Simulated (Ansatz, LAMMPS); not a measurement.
# Bulk modulus of fcc Al: levels of theory against measurement

Reference value: 80.8 GPa (measured, corrected for temperature and zero-point phonon effects, our sources range from 77.1 to 82.0; as tabulated in Levämäki et al. (2014), arXiv:1402.3671).

| level (code) | value (GPa) | cell (Å³/atom) | error (%) |
|---|---|---|---|
| MEAM library.meam-Al (LAMMPS) | 81.5 | 16.61 | +0.9 |
| PBE (Ansatz) | 76.9 | 16.48 | -4.8 |
| rVV10 (Ansatz) | 77.7 | 16.31 | -3.8 |
| r²SCAN+rVV10 (Ansatz) | 93.8 | 15.84 | +16.1 |
| PBE0-D3(BJ) (Ansatz) | 94.3 | 15.38 | +16.7 |

Once the reference is moved by up to 4.6 % (a margin picked here for doubts on the reference and the settings) and values within 1.7 % count as equal, the nearest can be MEAM library.meam-Al (+0.9 %), rVV10 (-3.8 %) or PBE (-4.8 %). By the same margin the farthest can be PBE0-D3(BJ) (+16.7 %) or r²SCAN+rVV10 (+16.1 %). Within 10 %: MEAM library.meam-Al, PBE, rVV10.

Published values of wave-function and many-body methods: 91.5 GPa (published CCSD-SAC value, static lattice; Neufeld et al. (2022), arXiv:2204.01563).

Each level is taken at its own relaxed cell. Cutoffs and k meshes differ between the levels. Ansatz's density-functional and Hartree–Fock values are scalar-relativistic unless marked +SOC, with PAW data made under PBE.

Empirical potentials (MEAM library.meam-Al) are fitted to chosen data: where that held the value shown, agreement is built in, and what lay outside the fit can be far off.

Differences are worked out from the printed values.

Ansatz is a quantum-chemistry and plane-wave program.
